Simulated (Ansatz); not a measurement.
# From CH3F to CCl3F: predicting a member

On one C centre that keeps F, n of the H ligands are replaced by Cl. The HOMO–LUMO gap y in eV at wB97X-V/def2-TZVPP. Shapes, held fixed at every level: PBE0-D4/def2-TZVP. Programs: Ansatz 0.2.0.

| molecule | n | y (eV) |
| --- | --- | --- |
| CH3F | 0 | 15.95 |
| CH2ClF | 1 | ? |
| CHCl2F | 2 | 13.67 |
| CCl3F | 3 | 12.80 |

Question: Fit y = c + s·n to the known rows and predict CH2ClF.

Answer: 
1. Means of the 3 rows: n = 1.66667, y = 14.140.
2. Σ(Δn)² = 4.6667, Σ(Δn·Δy) = -4.96, so the slope is -4.96/4.6667 = -1.0628.
3. Intercept: 14.140 − (-1.0628) × 1.66667 = 15.911. The largest residual of the fit is 0.12.
4. CH2ClF: 15.911 + (-1.0628) × 1 = 14.85 eV.

The run gave 14.27 eV, so the prediction is off by +0.58 eV, more than the scatter of the fit. The steps per swap are uneven (-1.68, -0.60, -0.87), so a line is a poor model. Other levels give for CH2ClF: r2SCAN-D4/def2-TZVPP 7.62; B3LYP-D4/def2-TZVPP 8.94; r2SCAN0-D4/def2-TZVPP 10.00 eV. Orbital gaps aren't excitation energies, and the LUMO depends on the basis.
